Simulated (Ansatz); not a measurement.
C₆H₁₂, SMILES `CC1CCCC1`, relaxed with RKS PBE-D4/def2-SVP in the Gaussian-basis code of Ansatz from a rough embedded geometry. The force threshold is 0.03 eV/Å; the program also tests the step.

Total charge 0; spin multiplicity 1.

Start:

```xyz
18

C    -1.919   -0.423   -0.891
C    -0.632    0.248   -0.435
C    -0.451    0.255    1.084
C     1.039    0.546    1.289
C     1.743    0.067    0.004
C     0.633   -0.471   -0.907
H    -1.959   -1.452   -0.540
H    -2.785    0.107   -0.499
H    -1.983   -0.428   -1.977
H    -0.614    1.280   -0.801
H    -0.701   -0.732    1.478
H    -1.088    0.988    1.578
H     1.197    1.616    1.428
H     1.424    0.040    2.174
H     2.255    0.900   -0.478
H     2.488   -0.699    0.214
H     0.844   -0.297   -1.961
H     0.510   -1.545   -0.758
```

**Question.** By how much does the energy fall, and how many steps does the optimiser take? (An estimate is asked.)

**Answer.** The calculation gave: 0.11 eV, in 4 steps.

**Question.** Which bonds change most? (Estimate.)

**Answer.** Ansatz gave: C1–H7 from 1.089 to 1.111 Å; C1–H8 from 1.088 to 1.109 Å; C1–H9 from 1.088 to 1.109 Å; C3–H11 from 1.092 to 1.113 Å.

**Question.** Give the relaxed structure. (Best estimate.)

**Answer.** Computed: 
```xyz
18

C    -1.943   -0.401   -0.912
C    -0.638    0.227   -0.430
C    -0.446    0.240    1.098
C     1.050    0.560    1.301
C     1.762    0.075    0.001
C     0.642   -0.488   -0.901
H    -2.022   -1.456   -0.571
H    -2.827    0.143   -0.522
H    -2.012   -0.402   -2.019
H    -0.594    1.282   -0.790
H    -0.684   -0.774    1.491
H    -1.121    0.952    1.616
H     1.195    1.651    1.435
H     1.458    0.079    2.213
H     2.271    0.925   -0.499
H     2.549   -0.680    0.204
H     0.842   -0.354   -1.984
H     0.518   -1.581   -0.729
```
